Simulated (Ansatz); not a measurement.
C₄H₄F₂ (`C=CC=C(F)F`). Charge 0, multiplicity 1.

```xyz
10

C    -1.462   -1.169    0.107
C    -0.572   -0.302   -0.373
C     0.516    0.248    0.402
C     1.399    1.111   -0.081
F     2.394    1.623    0.603
F     1.409    1.578   -1.308
H    -1.418   -1.519    1.133
H    -2.261   -1.554   -0.514
H    -0.649    0.025   -1.406
H     0.643   -0.042    1.438
```

**Question.** List the harmonic frequencies (cm⁻¹, unscaled) at PBE0-D4/def2-TZVP in Ansatz. (An estimate is asked.)

**Answer.** Computed: 135, 174, 234, 390, 491, 615, 619, 685, 863, 915, 935, 1015, 1032, 1211, 1237, 1323, 1372, 1462, 1699, 1796, 3161, 3181, 3221, 3255.

**Question.** Is this a minimum?

**Answer.** Yes, all 24 modes are real.

**Question.** Give the ideal-gas thermochemistry at 298.15 K and 1 bar (rigid rotor, harmonic oscillator; point group Cs, symmetry number 1).

**Answer.** Zero-point energy 185.5 kJ/mol; H(298) − E = 203.4 kJ/mol; entropy 321.5 J/(mol·K), of which translation 165.0, rotation 111.8, vibration 44.7; G(298) − E = 107.6 kJ/mol.
